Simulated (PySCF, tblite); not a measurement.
FH₃P (charge +1).
Cartesian coordinates in Å at the GFN2-xTB level; atoms count from 1:
```xyz
5
FH3P angstrom
F      1.4065   -0.1456    0.2179
P     -0.1245    0.0137   -0.0235
H     -0.6435   -0.0575    1.2562
H     -0.2111    1.2548   -0.6271
H     -0.4187   -1.0624   -0.8407
```

The geometry is computed with GFN2-xTB (gas phase).

Masses are those of the commonest isotopes; rigid-rotor values at the optimised geometry. 

(1) Give the principal moments of inertia and the rotational constants in MHz.

(2) Classify the top.

(3) Estimate the classical rotational partition function at 100 K, 200 K and 500 K.

Results:

(1) Ia = 5.50, Ib = 33.63, Ic = 33.63 u·Å²; 505379 MHz·u·Å²/I gives A = 91891, B = 15027, C = 15026 MHz.

(2) A prolate symmetric top, as the point group C3v requires two equal moments; the computed ones differ by 0.00 % because the geometry is symmetric only within the optimiser's tolerance. Ray's parameter κ = (2B − A − C)/(A − C) = -1.000; −1 is the prolate and +1 the oblate limit.

(3) Point group C3v, symmetry number σ = 3; q = (√π/σ)·√((kT/h)³/(ABC)), k/h = 20836.6 MHz/K: 390 at 100 K, 1100 at 200 K, 4360 at 500 K.

Its GFN2-xTB frequencies are all real (lowest 750 cm⁻¹). Zero-point vibration and centrifugal distortion are left out.
